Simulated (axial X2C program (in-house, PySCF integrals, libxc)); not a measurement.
## Spectroscopic constants of LiCl

Calculated with an in-house all-electron X2C program for linear molecules (integrals from PySCF). Two-component (2c) means X2C with spin–orbit coupling and atomic mean-field two-electron Coulomb and Gaunt terms. Basis: Cl dyall-av3z [9s8p3d2f], Li dyall-cv3z [7s8p2d] (cores contracted in-house); Gaussian nuclei, density fitting, unrestricted open shells. Masses: Cl 34.969 u, Li 7.016 u.

The run was started with this input:
```json
{
 "zs": [
  17,
  3
 ],
 "q": 0,
 "bas": [
  "dyall-av3z",
  "dyall-cv3z"
 ],
 "levels": [
  "PBE0",
  "HF",
  "TPSS"
 ],
 "cc": true,
 "r0": 2.32,
 "thr": -2.0,
 "nmax": 90,
 "npts": 10,
 "nst": 2,
 "ntry": 6
}
```
```bash
python so2c.py task.json out
```

Keys: zs atomic numbers; q charge; bas basis sets; levels methods; cc coupled cluster on or off; r0 starting distance in Å; thr threshold in hartree for freezing inner shells (an s shell follows its p shell); nmax most natural virtual spinors; npts points on the curve; nst determinants followed; ntry starts of the search. HF also brings MP2.

State, 2c: Ω = 0 (closed shell); electrons by block: 1/2: 8, -1/2: 8, 3/2: 2, -3/2: 2. Fragments: Cl + Li.

```json
{"Hamiltonian": "2c", "level": "PBE0", "Re (Å)": "2.019", "ωe (cm⁻¹)": "644.1", "ωexe (cm⁻¹)": "4.57", "αe (cm⁻¹)": "0.0081", "De (eV)": "4.70", "D0 (eV)": "4.66", "k (mdyn/Å)": "1.43", "μ (D)": "6.98"}
{"Hamiltonian": "2c", "level": "HF", "Re (Å)": "2.037", "ωe (cm⁻¹)": "641.0", "ωexe (cm⁻¹)": "4.45", "αe (cm⁻¹)": "0.00776", "De (eV)": "3.55", "D0 (eV)": "3.51", "k (mdyn/Å)": "1.41", "μ (D)": "7.34"}
{"Hamiltonian": "2c", "level": "MP2", "Re (Å)": "2.046", "ωe (cm⁻¹)": "627.5", "ωexe (cm⁻¹)": "4.42", "αe (cm⁻¹)": "0.00785", "De (eV)": "4.79", "D0 (eV)": "4.75", "k (mdyn/Å)": "1.36", "μ (D)": "n/a"}
{"Hamiltonian": "2c", "level": "CCSD", "Re (Å)": "2.042", "ωe (cm⁻¹)": "630.8", "ωexe (cm⁻¹)": "4.43", "αe (cm⁻¹)": "0.00785", "De (eV)": "4.60", "D0 (eV)": "4.56", "k (mdyn/Å)": "1.37", "μ (D)": "n/a"}
{"Hamiltonian": "2c", "level": "CCSD(T)", "Re (Å)": "2.045", "ωe (cm⁻¹)": "627.2", "ωexe (cm⁻¹)": "4.43", "αe (cm⁻¹)": "0.00788", "De (eV)": "4.68", "D0 (eV)": "4.64", "k (mdyn/Å)": "1.35", "μ (D)": "n/a"}
{"Hamiltonian": "2c", "level": "TPSS", "Re (Å)": "2.028", "ωe (cm⁻¹)": "631.7", "ωexe (cm⁻¹)": "4.31", "αe (cm⁻¹)": "0.00812", "De (eV)": "4.77", "D0 (eV)": "4.73", "k (mdyn/Å)": "1.37", "μ (D)": "6.94"}
```

Correlated methods: 8 electrons correlated (number of frozen shells: Cl 2 s, 1 p; Li 1 s), 170 virtual spin orbitals or spinors in MP2, 84 natural virtuals in coupled cluster.

Dipoles are positive if Li is the positive end.

One determinant describes the state; a PBE0 search over occupations chose it and may have missed a lower one. Closed shells are restricted here (equal orbitals for both partners); the stretched side of such a curve lies too high. Dissociation energies refer to the lowest single-determinant-based atoms at the same level and basis. Coupled cluster ran in a truncated set of natural virtual spinors; the MP2 energy of the rest was added. (T) has no such correction and the atoms are truncated less, which lowers De at CCSD(T) by a hundredth of an eV or more. A 2c atom that is not at its ground J level misses part of its spin–orbit lowering, and De is too large by that part (0.04 eV or less for light atoms). This holds for PBE0, TPSS. The functionals have no current-density term, which raises determinants with orbital currents, atoms included.

Rough cost a point (2c) on 1 thread(s) of a shared host, integrals apart: PBE0 0.21 s, HF 0.08 s, CCSD(T) 1.7 s, TPSS 0.4 s.

The whole task took 50 s on 1 thread of AMD EPYC 7B13 (Zen 3), on a shared host.
